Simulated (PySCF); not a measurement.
SiHF, optimised at PBE/def2-SVP:

```xyz
3

Si     0.0789     0.1246     0.1312
F      0.5989     0.2230    -1.4341
H     -0.7972    -1.1619    -0.0399
```

Method: PySCF energies (xtb for GFN2) plus ideal-gas RRHO corrections (1 bar). 6-31G* has spherical d functions here. All species are closed-shell singlets. B3LYP is the form with VWN-RPA correlation. SiHF: computed as isolated molecules; such fragments, hydroxides, amides, oligomers or adducts are transient or little studied in the gas.

List the harmonic frequencies (cm⁻¹, unscaled) at this level and at the other levels, each on its own geometry.


- PBE/def2-SVP: 817, 845, 1892
- B3LYP/6-31G*: 854, 886, 1971
- GFN2-xTB: 718, 799, 2126
- HF/6-31G*: 919, 964, 2169
- PBE0/def2-TZVP: 849, 868, 1969
